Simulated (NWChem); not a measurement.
# B3LYP/def2-QZVPP run of SiS (SMILES [Si-]#[S+])

Aim: the vertical ionisation energy of SiS at B3LYP/def2-QZVPP, from 2 runs. 

The results are computed with NWChem 7.3.0.

## (1) The structure to begin with

SiS: 2 atoms, total charge 0, spin state singlet. SMILES: `[Si-]#[S+]`. Geometry: the measured bond length.

Bond lengths: Si1–S2 1.929 Å.

## (2) The energy at B3LYP/def2-QZVPP

Input file ssi.nw:

```
start ssi
title "SSi"
memory stack 880 mb heap 220 mb global 1100 mb

geometry units angstrom noautosym nocenter noautoz
  Si    0.000000    0.000000    0.000000
  S     0.000000    0.000000    1.929321
end

basis spherical bse
  * library def2-QZVPP
end

dft
  xc b3lyp
  mult 1
  grid fine
  convergence energy 1e-08
  iterations 100
  mulliken
  print low
end

task dft energy
```

Started as:

```
$ nwchem ssi.nw > ssi.out
```

The log of the run (excerpt; [...] marks lines left out):

```text
[...]
 d= 0,ls=0.0,diis     1   -687.7124179938 -7.49D+02  7.92D-03  2.71D+00     3.3
[...]
 d= 0,ls=0.0,diis    11   -687.7746260700 -5.86D-09  1.15D-07  2.42D-10    27.4
         Total DFT energy =     -687.774626069993
      One electron energy =    -1073.803653381409
           Coulomb energy =      371.179443396137
    Exchange-Corr. energy =      -46.589494276444
 Nuclear repulsion energy =       61.439078191723
[...]
      Total Density - Mulliken Population Analysis
     ---------------------------------------------
    Atom       Charge   Shell Charges
 -----------   ------   -------------------------------------------------------
    1 Si  14    13.72   1.69 -0.00  0.26  0.37  1.04  0.59  0.47  1.05  0.47  5.50 -0.10  0.64  0.69  0.72  0.16  0.00  0.03  0.06  0.06  0.01  0.01  0.00
    2 S   16    16.28   1.66 -0.00  0.28  0.32  1.04  0.62  0.46  1.07  0.36  5.83 -0.07  0.57  1.46  1.96  0.64  0.00  0.01  0.02  0.03  0.00  0.01  0.00
[...]
```

Run time: 28 s. Hardware: 1 thread of AMD EPYC 9R45 (Zen 5), shared host; peak memory 0.13 GiB.

## (3) The doublet cation at the same level

Input file job.xyz:

```xyz
2

Si     0.000000     0.000000     0.000000
S      0.000000     0.000000     1.929321
```

Input file job.nw:

```
echo
start job
memory 2200 mb
charge 1

geometry units angstroms noautosym nocenter noautoz
  load job.xyz
end

basis "ao basis" spherical bse
  * library def2-QZVPP
end

dft
  xc b3lyp
  mult 2
  grid fine
  convergence energy 1e-08
  iterations 100
  mulliken
  noprint "final vectors analysis"
end

task dft
```

Started as:

```
$ nwchem job.nw > job.out
```

The log of the run:

```text
[...]
          Wavefunction type:  spin polarized.
          No. of atoms     :     2
          No. of electrons :    29
[...]
          Charge           :     1
          Spin multiplicity:     2
[...]
          AO basis - number of functions:   140
[...]
              XC Information
              --------------
                         B3LYP Method XC Potential
                     Hartree-Fock (Exact) Exchange  0.200
                        Slater Exchange Functional  0.800 local
                    Becke 1988 Exchange Functional  0.720 non-local
              Lee-Yang-Parr Correlation Functional  0.810
                  VWN I RPA Correlation Functional  0.190 local
[...]
 d= 0,ls=0.0,diis     1   -687.1161930932 -7.49D+02  7.43D-03  1.69D+00     3.5
[...]
 d= 0,ls=0.0,diis    15   -687.3917488261 -6.82D-10  6.08D-08  4.89D-11    41.1
[...]
         Total DFT energy =     -687.391748826062
      One electron energy =    -1064.948281647485
           Coulomb energy =      362.415562563717
    Exchange-Corr. energy =      -46.298107934018
 Nuclear repulsion energy =       61.439078191723
[...]
      Total Density - Mulliken Population Analysis
     ---------------------------------------------
    Atom       Charge   Shell Charges
 -----------   ------   -------------------------------------------------------
    1 Si  14    13.18   1.69 -0.00  0.26  0.37  1.04  0.58  0.52  1.00  0.16  5.50 -0.10  0.63  0.62  0.67  0.06  0.00  0.03  0.07  0.05  0.01  0.01  0.00
    2 S   16    15.82   1.66 -0.00  0.28  0.33  1.04  0.62  0.48  1.13  0.34  5.83 -0.07  0.56  1.40  1.78  0.36  0.00  0.01  0.02  0.04  0.00  0.01  0.00
[...]
      <S2> =      0.7570 (Exact =     0.7500)
[...]
```

Wall time 42 s (1 thread of AMD EPYC 9R45 (Zen 5), shared host); peak memory 0.14 GiB.

## (4) What came out

At B3LYP/def2-QZVPP:

| quantity | value |
| --- | --- |
| singlet SiS: total energy | -687.77463 Eh |
| doublet cation: total energy | -687.39175 Eh |
| doublet cation: ⟨S²⟩ | 0.757 |
| vertical ionisation energy (to the doublet cation) | 10.419 eV |

Removing an electron at fixed nuclei costs 10.42 eV (240 kcal/mol).
